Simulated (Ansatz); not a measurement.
# C₄H₆, singlet: CASSCF and its corrections

Program: Ansatz, Gaussian basis, development build; NEVPT3, NEVPT4(SD), MRCISD by development code. Basis aug-cc-pVDZ, nonrelativistic, 4 orbitals frozen in the corrections. State-specific CASSCF; RHF is the lowest restricted (open-shell) Hartree–Fock solution met. Letters tell apart solutions met in one space. Single-reference values can break down or jump between states where bonds are stretched. Solutions may break the symmetry of the shape. Lower solutions, or ones in other orbitals, may exist.

Geometry:

```xyz
10

C     0.0052   -0.7608   -0.6727
C    -0.0052   -0.7608    0.6727
C     0.0088    0.6758   -1.1435
C    -0.0088    0.6758    1.1435
H     0.0109   -1.5474   -1.4224
H    -0.0109   -1.5474    1.4224
H    -0.9456    1.2068   -1.0649
H     0.4252    0.8508   -2.1409
H     0.9456    1.2068    1.0649
H    -0.4252    0.8508    2.1409
```

CASSCF less RHF, in eV, and natural occupations:

```csv
CAS,CASSCF,occupations
"(4,4) a",-2.196,"1.92, 1.69, 0.31, 0.08"
"(4,4) b",-1.915,"1.98, 1.72, 0.28, 0.02"
```

(1) What totals less RHF do the corrections give on each solution?

(2) In CAS(4,4), is the solution lowest in CASSCF also lowest after SC-NEVPT2?

(3) How do single-reference totals in the same basis and frozen core stand against SC-NEVPT2 in CAS(4,4) a?

(4) Roughly how much CPU time does a whole run from the default start take (median of such runs, summed over threads; nearly all runs on one pinned thread of a shared server, mostly Xeon at 2.3 to 2.6 GHz, by a development driver)?

## Answers

(1) 

| CAS | SC-NEVPT2 | FIC-NEVPT2 | NEVPT3 | NEVPT4(SD) | MRCISD |
| --- | --- | --- | --- | --- | --- |
| (4,4) a | -16.168 | -16.179 | -17.268 | -17.766 | -15.320 |
| (4,4) b | -15.969 | -16.035 | -17.153 | -17.732 | -15.166 |

(2) Yes: (4,4) a stays lowest, 0.20 eV under the next.

(3) CCSD(T) -1.875 eV. Coupled cluster stands on the determinant that it favours, which can lie over the RHF solution above, and is in doubt where the occupations are far from 0, 1 and 2.

(4) CAS(4,4) a: about 24 s. Other jobs ran beside these, and the count of passes differs.
